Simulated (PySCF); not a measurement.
An unknown is described by computed data only.

Formula: C3H2ClN2; charge -1.

* Rotational structure: rotational constants A, B, C: 9.842, 2.266, 1.842 GHz [GFN2-xTB]
* XPS: Cl2p3/2 201.4, C1s 285.2 (×2), C1s 286.9, N1s 398.7 (×2), Cl1s 2824.0 eV [ΔSCF SCAN, pcX-2 on the ionised atom, pcseg-1 elsewhere, spin-free X2C, 2p3/2 from a spin–orbit splitting computed afterwards within the 2p shell]
* 13C NMR: chemical shifts (computed TMS as zero) by class: 143.8 (1 C), 126.0 (2 C) ppm [GIAO PBE0/pcSseg-1]
* 1H NMR: chemical shifts (computed TMS as zero) by class: 6.52 (2 H) ppm [GIAO PBE0/pcSseg-1]
* NMR, other nuclei: isotropic shieldings of nuclei other than C and H, by class: -17 (2 N), 805 (1 Cl) ppm [GIAO PBE0/pcSseg-1]

Electronic properties: PySCF, gas phase, density fitting. Levels stand in brackets. Geometry: GFN2-xTB; no solvent, vibrations or thermal averaging. No diffuse functions stand in pcSseg-1, which bears on an anion's orbital energies. NMR values are class means; diastereotopic atoms form classes of their own.

**Question.** Give a SMILES that accounts for the data.

**Answer.** Numbering: `[Cl:1][c:2]1[n:3][cH:4][cH:5][n-:6]1`. 3 carbons fall into 2 classes; from least to most shielded: aromatic C–Cl carbon [C2] (143.8 ppm), aromatic CH next to a ring nitrogen [C4/C5] (126.0 ppm, 2 C). All hydrogens form one class (6.52 ppm): aromatic hydrogen. The other shieldings belong to: -17 ppm, nitrogen bonded to 2 C [N3/N6]; 805 ppm, aryl chlorine [Cl1]. The core levels belong to: Cl2p3/2 201.4 eV, aryl chlorine [Cl1]; C1s 285.2 eV, aromatic CH next to a ring nitrogen [C4/C5]; C1s 286.9 eV, aromatic C–Cl carbon [C2]; N1s 398.7 eV, nitrogen bonded to 2 C [N3/N6]; Cl1s 2824.0 eV, aryl chlorine [Cl1]. The optimised geometry has point group C2v and is an asymmetric top. Structure: `ClC1=NC=C[N-]1`. Computed isomers that give other values at the same levels: `Clc1cc[n-]n1` (core binding energies: Cl2p3/2 201.5, C1s 284.9, C1s 285.3, C1s 286.5, N1s 399.0, N1s 399.1, Cl1s 2824.1 eV). The assignments are read from this structure; whether some other isomer fits the data as well wasn't checked.
